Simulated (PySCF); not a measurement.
Isomers of C5H9N, mass 83.073 u with the commonest isotopes. The calculation used PySCF 2.14.0, PBE0-D3(BJ)/def2-SVP geometry optimisation, gas phase. One conformer each, none proved a minimum here; rigid rotors.

Question: Order these by out-of-plane moment Σ m c² = (Ia + Ib − Ic)/2, smallest first.
A. `[CH2:1]1[CH2:2][CH:3]1[C@H:4]1[CH2:5][NH:6]1` with C2–C3–C4–C5 -171°
B. `[CH3:1]/[CH:2]=[N:3]/[CH:4]1[CH2:5][CH2:6]1` with C2–N3–C4–C5 146°
C. `[NH2:1][CH2:2][C@H:3]1[C@H:4]2[CH2:5][C@@H:6]12` with H–N1–C2–C3 56° and -59°, N1–C2–C3–C4 -149°

Answer: A (14.19 u·Å²), B (16.49 u·Å²), C (26.54 u·Å²).

Question: Order these by rotational constant C, smallest first.
A. `[CH3:1]/[CH:2]=[N:3]/[CH:4]1[CH2:5][CH2:6]1` with C2–N3–C4–C5 146°
B. `[NH2:1][CH2:2][C@H:3]1[C@H:4]2[CH2:5][C@@H:6]12` with H–N1–C2–C3 56° and -59°, N1–C2–C3–C4 -149°
C. `[CH2:1]1[CH2:2][CH:3]1[C@H:4]1[CH2:5][NH:6]1` with C2–C3–C4–C5 -171°

Answer: A (1682 MHz), C (2072 MHz), B (2315 MHz).

Question: Order these by radius of gyration √(Σ m r²/M), smallest first.
A. `[CH3:1]/[CH:2]=[N:3]/[CH:4]1[CH2:5][CH2:6]1` with C2–N3–C4–C5 146°
B. `[NH2:1][CH2:2][C@H:3]1[C@H:4]2[CH2:5][C@@H:6]12` with H–N1–C2–C3 56° and -59°, N1–C2–C3–C4 -149°
C. `[CH2:1]1[CH2:2][CH:3]1[C@H:4]1[CH2:5][NH:6]1` with C2–C3–C4–C5 -171°

Answer: B (1.717 Å), C (1.763 Å), A (1.953 Å).

```csv
SMILES,point group,Ia (u·Å²),Ib (u·Å²),Ic (u·Å²),κ,μa (D),μb (D),μc (D)
NC[C@H]1[C@H]2C[C@@H]12,C1,58.85,212.51,218.27,-0.98,1.32,0.69,1.32
C/C=N/C1CC1,Cs,37.88,295.61,300.53,-1.00,0.44,0.00,1.21
C1CC1[C@H]1CN1,C1,52.07,220.22,243.90,-0.94,1.11,0.79,1.12
```
